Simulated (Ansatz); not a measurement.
`N#[C][AlH2]` + H₂ → `[AlH3]` + `C#N` at 298.15 K and 1 bar (hydrogenolysis of the Al–C bond).

Calculated with Ansatz (gas phase, PBE0-D4/def2-TZVP geometries, no zero-point term in ΔE). CBS: def2 TZ/QZ extrapolation, frozen cores.

```json
{"species": "`N#[C][AlH2]`", "CCSD(T)/CBS energy (Eh)": "-335.94171", "H − E (kJ/mol)": "69.3", "S (J/(mol·K))": "270.3"}
{"species": "H₂", "CCSD(T)/CBS energy (Eh)": "-1.17463", "H − E (kJ/mol)": "35.1", "S (J/(mol·K))": "130.4"}
{"species": "`[AlH3]`", "CCSD(T)/CBS energy (Eh)": "-243.77756", "H − E (kJ/mol)": "58.9", "S (J/(mol·K))": "207.5"}
{"species": "`C#N`", "CCSD(T)/CBS energy (Eh)": "-93.31667", "H − E (kJ/mol)": "52.4", "S (J/(mol·K))": "201.2"}
```

H − E and S are ideal-gas, rigid-rotor, harmonic terms from PBE0-D4/def2-TZVP. 1 Eh = 2625.50 kJ/mol, R = 8.31446 J/(mol·K).

By hand: ΔE, ΔH, ΔS and ΔG.

ΔE = (-243.77756) + (-93.31667) − (-335.94171) − (-1.17463) = 0.02211 Eh = 58.0 kJ/mol. Δ(H − E) = 58.9 + 52.4 − 69.3 − 35.1 = 6.9, so ΔH = 64.9 kJ/mol. ΔS = 207.5 + 201.2 − 270.3 − 130.4 = 8.0 J/(mol·K). ΔG = 64.9 − 298.15 × (8.0)/1000 = 62.5 kJ/mol.

By hand: the equilibrium constant, and the temperature at which ΔG would vanish if ΔH and ΔS stayed fixed.

log₁₀ K = −ΔG/(RT ln 10) = -10.9. ΔG = 0 at ΔH/ΔS = 8113 K, far beyond where these terms or the molecules hold.

The number of gas molecules stays the same, so ΔS is small and ΔH decides. A doubt of 5 kJ/mol in ΔE shifts log₁₀ K by 0.9 here. These are equilibria of isolated gas molecules and say nothing of rates. Largest T1 diagnostic: 0.014 (customary marks: 0.02 for closed shells, 0.045 for open ones).
